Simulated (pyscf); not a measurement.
PySCF, gas phase, ωB97X-D3(BJ)/def2-SVP geometries. MP2 and CC: frozen core, UHF for open shells. ΔMP2 is the change of the MP2 total energy from the triple- to the quadruple-zeta basis.

SMILES: C=[CH][AlH][NH2]
```xyz
10

C      0.3626     1.7002    -1.7208
C     -0.1410     0.7786    -0.8830
Al     0.8426     0.2993     0.7252
N      0.2174    -0.9115     1.8627
H      1.3226     2.1982    -1.5252
H     -0.1469     2.0109    -2.6436
H     -1.1080     0.3379    -1.1671
H      2.2332     0.9933     1.0439
H      0.6841    -1.2034     2.7153
H     -0.6572    -1.4170     1.7635
```
Charge 0, spin multiplicity 1.

### Question
What is the homolytic dissociation enthalpy (298 K, CCSD(T)/def2-TZVPP + ΔMP2(QZVPP)) of the Al–C bond of H₂C=CH–AlH–NH₂ (SMILES C=[CH][AlH][NH2]), to •HC=CH₂ + [H₂N–AlH]•?

### Answer
Al–C to •HC=CH₂ + [H₂N–AlH]•: 92.4 kcal/mol. The radicals are drawn with the spin at the cut bond; how far it spreads was not checked. Other isomers of •HC=CH₂, [H₂N–AlH]• were not searched in full and may lie lower. The CCSD(T) − MP2 part came from Ansatz, without density fitting, on the same reference. A UHF reference is spin-contaminated (<S²> up to 0.96), which harms MP2 most.
